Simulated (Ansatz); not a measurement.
`O=C=CO` + H–F → `O=C=CF` + H₂O at 700 K and 1 bar (substitution at a C–O bond).

Gas-phase electronic energies from Ansatz, PBE0-D4/def2-TZVP geometries. CCSD(T)/CBS is the MP2 limit (def2-TZVPP, def2-QZVPP) plus CCSD(T) − MP2 in def2-TZVPP, frozen cores. This one scheme is used for every species. One conformer a species, not always the lowest.

| species | CCSD(T)/CBS energy (Eh) | H − E (kJ/mol) | S (J/(mol·K)) |
| --- | --- | --- | --- |
| `O=C=CO` | -227.58142 | 145.4 | 345.1 |
| H–F | -100.39570 | 45.2 | 198.5 |
| `O=C=CF` | -251.58851 | 108.0 | 330.7 |
| H₂O | -76.37941 | 80.5 | 218.4 |

H − E and S are ideal-gas, rigid-rotor, harmonic terms from PBE0-D4/def2-TZVP, for one conformer and one mirror image of each species. 1 Eh = 2625.50 kJ/mol, R = 8.31446 J/(mol·K).

Question: By hand: ΔE, ΔH, ΔS and ΔG.

Answer: ΔE = (-251.58851) + (-76.37941) − (-227.58142) − (-100.39570) = 0.00920 Eh = 24.2 kJ/mol. Δ(H − E) = 108.0 + 80.5 − 145.4 − 45.2 = -2.1, so ΔH = 22.1 kJ/mol. ΔS = 330.7 + 218.4 − 345.1 − 198.5 = 5.5 J/(mol·K). ΔG = 22.1 − 700 × (5.5)/1000 = 18.2 kJ/mol.

Question: By hand: the equilibrium constant, and the temperature at which ΔG would vanish if ΔH and ΔS stayed fixed.

Answer: log₁₀ K = −ΔG/(RT ln 10) = -1.4. ΔG = 0 at ΔH/ΔS = 4018 K, far beyond where these terms or the molecules hold.

The number of gas molecules stays the same, so ΔS is small and ΔH decides. A doubt of 5 kJ/mol in ΔE shifts log₁₀ K by 0.4 here. Other conformers and mirror images would add mixing entropy, several J/(mol·K) or more a flexible species. These are equilibria of isolated gas molecules and say nothing of rates. Largest T1 diagnostic: 0.016 (customary marks: 0.02 for closed shells, 0.045 for open ones).
